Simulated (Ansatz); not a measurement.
## Multireference treatment of C₄H₅P, singlet

Program: Ansatz, Gaussian basis, development build. Basis aug-cc-pV(D+d)Z on P, aug-cc-pVDZ on C/H, nonrelativistic, no frozen core. State-specific CASSCF; RHF is the lowest restricted (open-shell) Hartree–Fock solution met. Solutions may break the symmetry of the shape. Lower solutions, or ones in other orbitals, may exist.

Geometry:

```tsv
atom	x (Å)	y (Å)	z (Å)
P	0.0000	0.0000	1.1942
C	0.0000	1.2815	-0.0626
C	0.0000	-1.2815	-0.0626
C	0.0000	0.7250	-1.3013
C	0.0000	-0.7250	-1.3013
H	0.0000	0.0000	2.6119
H	0.0000	2.3463	0.1398
H	0.0000	-2.3463	0.1398
H	0.0000	1.3041	-2.2185
H	0.0000	-1.3041	-2.2185
```

**Question.** What do CASSCF and its corrections give against RHF in CAS(6,5), and what are the occupations?

**Answer.** CASSCF -1.305 eV, SC-NEVPT2 -20.393 eV; occupations 1.99, 1.95, 1.92, 0.09, 0.06.

**Question.** Roughly how much CPU time does a whole run from the default start take (median of such runs, summed over threads; nearly all runs on one pinned thread of a shared server, mostly Xeon at 2.3 to 2.6 GHz, by a development driver)?

**Answer.** CAS(6,5): about 20 s. Other jobs ran beside these, and the count of passes differs.
